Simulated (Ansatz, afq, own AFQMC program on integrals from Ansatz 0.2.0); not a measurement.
AlCCl, triplet, reference energies and how methods fare

```csv
atom,x (Å),y (Å),z (Å)
Al,0.0000,0.0000,1.8452
C,0.0000,0.0000,-0.0999
Cl,0.0000,0.0000,-1.7453
```

Geometry: a PBE0/def2-TZVP stationary point, not shown to be a minimum. Basis cc-pVDZ. Only valence electrons are correlated. Integrals, coupled cluster, full CI and functionals: Ansatz 0.2.0; the random walks run on the same integrals in our own AFQMC program. The CISD trial takes its coefficients from CCSD amplitudes. Released means that phaseless walkers are propagated on without the constraint, phases kept. ± is one standard error of the sampling.

Best estimates are CCSD(T) at the basis-set limit (def2-TZVPP/QZVPP) plus the step from CCSD(T) to the highest rung at hand in cc-pVDZ, named in the table (released AFQMC can keep some 10 meV of bias). No zero-point, core-correlation or spin–orbit terms. Where CCSD(T) in the larger sets was too dear, only MP2 was extrapolated. Other levels are in cc-pVDZ; a dash marks a level that is missing or breaks spin symmetry for a member.

Cautions: AlCCl (triplet): lower spins were not checked; AlCCl⁺ (quartet): lower spins were not checked; row 1: this needn't be the first ionization; row 1: core correlation is missing, and it shifts such a gap most where an s electron is promoted.

```csv
process,CCSD(T) (kJ/mol)
"to charge +1, quartet (vertical)",803
to free atoms,602
```

From these values, estimate the best estimates.


| process | best estimate (kJ/mol) | highest rung |
| --- | --- | --- |
| to charge +1, quartet (vertical) | 828 | CCSDT(Q) |
| to free atoms | 701 | CCSDT(Q) |

Errors against the best estimates in kJ/mol, in the same order:

```json
{"level": "MP2", "error, 1": "-40", "error, 2": "-71"}
{"level": "CCSD(T)", "error, 1": "-25", "error, 2": "-99"}
{"level": "ph-AFQMC/CISD", "error, 1": "-29 ± 3", "error, 2": "-98 ± 2"}
{"level": "CCSD(T)/CBS", "error, 1": "1", "error, 2": "-3"}
```

Cost at the first geometry: PBE0/cc-pVDZ, 2 s on 1 thread of Arm Neoverse V1, with other jobs on the host; ROCCSD(T)/cc-pVDZ, 4.6 s on 1 thread of Arm Neoverse V1 (shared host); CCSD(T)/def2-QZVPP, 11 min on 1 thread of Arm Neoverse V1, on a shared host; CCSDT(Q), 50 s on 1 thread of Arm Neoverse V1, with other jobs on the host; ph-AFQMC/CISD with release, 10 min on 1 thread of Arm Neoverse V1, with other jobs on the host.

Best estimates are given only where the step beyond CCSD(T) is under 0.3 eV and no member's determinant is very poor (T1 over 0.05, or 0.07 for open shells, ⟨S²⟩ too high by 0.3, two states mixed), so the hardest cases are missing from such tables.

The functionals ran in a triple-zeta set and keep a basis error of their own, a few kJ/mol for each bond in atomization energies and more for double hybrids, so close places among them and the extrapolated levels can swap.

CCSDT and higher add their correlation energy to the determinant of the CCSD(T) run, since their own runs factorise the integrals more tightly (a shift of under 2 meV). Each member of a difference takes its own highest rung, so a best estimate needn't equal the limit plus the step of one row. A walk keeps the symmetry of its determinant, which the program's search chose and which needn't be the lowest solution, so a lower state of the same spin and another symmetry isn't excluded.
